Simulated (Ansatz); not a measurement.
Reaction: H4BNO2 (SMILES B(N)(O)O) → H3BNO (SMILES O[B]N, doublet) + HO (SMILES [OH], doublet) (the B-O bond breaks)
Each species at its own B3LYP-D3(BJ)/def2-TZVP minimum (Ansatz, a program for electronic structure), one conformer.

Property: bond dissociation energy (electronic), in kcal/mol. UHF or UKS for unpaired electrons; spin-orbit terms are left out. CBS(X,Y): correlation extrapolated as X^-3, Hartree-Fock from the larger set. A bracket is a step between two methods taken in the basis named. Functionals run without relativity, which enters their misses. Double hybrids freeze cores in their MP2 part. '+ core + X2C': CCSD(T) terms for core correlation (cc-pwCVTZ) and scalar relativity (cc-pVTZ-DK).

CCSD(T)/CBS(cc-pVTZ,cc-pVQZ) + [CCSDT(Q) - CCSD(T)]/cc-pVDZ + core + X2C (Ansatz) gives 151.3 kcal/mol.

Q: How far off this value is PBE/def2-TZVPD (Ansatz), in which direction, and which of these levels come nearer: r2SCAN/def2-TZVPD, B3LYP/def2-TZVPD, wB97M-V/def2-TZVPD, B2PLYP/def2-TZVPD, CCSD(T)/CBS(cc-pVTZ,cc-pVQZ) + core + X2C?

A: PBE gives 145.3 kcal/mol, 6.0 kcal/mol below it. Differences of the others: r2SCAN/def2-TZVPD (Ansatz) -8.5; B3LYP/def2-TZVPD (Ansatz) -8.1; wB97M-V/def2-TZVPD (Ansatz) -0.6; B2PLYP/def2-TZVPD (Ansatz) -4.6; CCSD(T)/CBS(cc-pVTZ,cc-pVQZ) + core + X2C (Ansatz) 0.0 kcal/mol. Nearer than PBE: wB97M-V/def2-TZVPD, B2PLYP/def2-TZVPD, CCSD(T)/CBS(cc-pVTZ,cc-pVQZ) + core + X2C.
